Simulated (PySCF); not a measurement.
**Reproducing measurements on nitryl fluoride**

**The experiment to reproduce.**

From NIST CCCBDB Release 22 (SRD 101), experimental dipoles, for the gas: dipole moment 0.466 D.

How close the calculation comes is told at the end.

Nitryl fluoride, FNO₂.
Atom-mapped SMILES: `[O:1]=[N+:2]([O-:3])[F:4]`

Cartesian coordinates in Å at the PBE0-D3(BJ)/def2-SVP level; atoms count from 1:
```
atom  x, y, z in Å
O1    -0.244    1.194    0.286
N2     0.108    0.076    0.304
O3     1.147   -0.465    0.256
F4    -0.982   -0.840    0.408
```

Runs made with PySCF (gas phase, on this PBE0-D3(BJ)/def2-SVP geometry; no spin–orbit coupling):

```json
{"level": "PBE0-D3(BJ)/def2-SVP, grid level 1", "job": "geometry optimisation from a GFN2-xTB start shaken at random", "basis functions": "56", "wall time": "5.1 s"}
{"level": "PBE0/6-31+G*", "job": "10 singlets by full TDDFT, 4 Tamm–Dancoff triplets, polarisability", "basis functions": "72", "wall time": "2.0 s"}
{"level": "PBE0/aug-cc-pVDZ", "job": "10 singlets by full TDDFT, 4 Tamm–Dancoff triplets, polarisability", "basis functions": "92", "wall time": "2.6 s"}
{"level": "PBE0/aug-cc-pVTZ", "job": "10 singlets by full TDDFT, 4 Tamm–Dancoff triplets, polarisability", "basis functions": "184", "wall time": "6.6 s"}
{"level": "PBE0/def2-SVP", "job": "10 singlets by full TDDFT, 4 Tamm–Dancoff triplets, polarisability", "basis functions": "56", "wall time": "1.4 s"}
{"level": "PBE0/def2-TZVP", "job": "10 singlets by full TDDFT, 4 Tamm–Dancoff triplets, polarisability", "basis functions": "124", "wall time": "3.5 s"}
{"level": "PBE0/def2-TZVPD", "job": "10 singlets by full TDDFT, 4 Tamm–Dancoff triplets, polarisability", "basis functions": "157", "wall time": "5.3 s"}
```

Hardware: an Arm Neoverse V2 with one thread, no GPU, shared host.

All basis functions are spherical.

Results beside the measurements:

**Dipole moment.** Measured: 0.466 D (NIST CCCBDB Release 22 (SRD 101), experimental dipoles).

```
               level  computed (D)  computed − measured (D)  % (from the printed values)
PBE0-D3(BJ)/def2-SVP         0.141                   -0.325                          -70
        PBE0/6-31+G*         0.220                   -0.246                          -53
    PBE0/aug-cc-pVDZ         0.216                   -0.250                          -54
    PBE0/aug-cc-pVTZ         0.202                   -0.264                          -57
       PBE0/def2-SVP         0.141                   -0.325                          -70
      PBE0/def2-TZVP         0.179                   -0.287                          -62
     PBE0/def2-TZVPD         0.199                   -0.267                          -57
```

All 7 levels lie below the measurement. The computed dipoles belong to one fixed geometry; measured ones are averaged over vibrations unless marked μe. Magnitudes are compared, not signs.

The geometry is computed, not the measured one. Where a level misses, the cause wasn't examined.
